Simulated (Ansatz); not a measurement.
# GaH⁻, doublet: reading a ladder of total energies

Geometry: that of the GaH⁻, quartet, kept fixed.

```xyz
2

Ga    0.0000    0.0000    0.0000
H     0.0000    0.0000    1.6026
```

Basis aug-cc-pVDZ; Ansatz 0.2.0. Only valence electrons are correlated (noble-gas cores and the filled d shells of p-block atoms frozen), which leaves 5 electrons in 31 orbitals. Prefix R: restricted or restricted open-shell reference. No spin–orbit coupling is included, and no scalar relativity. This anion state lies near or above the neutral species, so the extra electron is weakly bound or unbound and the energies hang on the diffuse functions.

Full CI is exact within this basis and frozen core; it isn't the basis-set limit.

RCCSD has a T1 diagnostic of 0.030 and a largest doubles amplitude of 0.07.

Runs differ by some tens of microhartree through their thresholds and, for an open shell, their frozen cores, so steps under 0.03 kcal/mol mean nothing.

| level | total energy (hartree) |
| --- | --- |
| RHF | -1923.755161 |
| RMP2 | -1923.817351 |
| RCCSD | -1923.838121 |
| RCCSD(T) | -1923.840223 |
| RCCSDT | -1923.840911 |
| RCCSDT(Q) | -1923.840979 |
| full CI | -1923.840995 |

Q: What is the correlation energy at full CI, and what share of it do RMP2 and RCCSDT recover?

A: E(corr) = -1923.840995 − (-1923.755161) = -0.085834 hartree = -2.336 eV. RMP2: -0.062190 / -0.085834 = 72.45 %. RCCSDT: -0.085750 / -0.085834 = 99.90 %.

Q: By how many kcal/mol does RCCSD(T) miss full CI (1 hartree = 627.509 kcal/mol), and which steps make up the rest?

A: -1923.840223 − (-1923.840995) = 0.000772 hartree = 0.48 kcal/mol. Steps: RCCSDT − RCCSD(T) = -0.43, RCCSDT(Q) − RCCSDT = -0.04, full CI − RCCSDT(Q) = -0.01 kcal/mol. That is within 1 kcal/mol of the reference in this basis, which itself misses far more of the correlation at the basis-set limit.
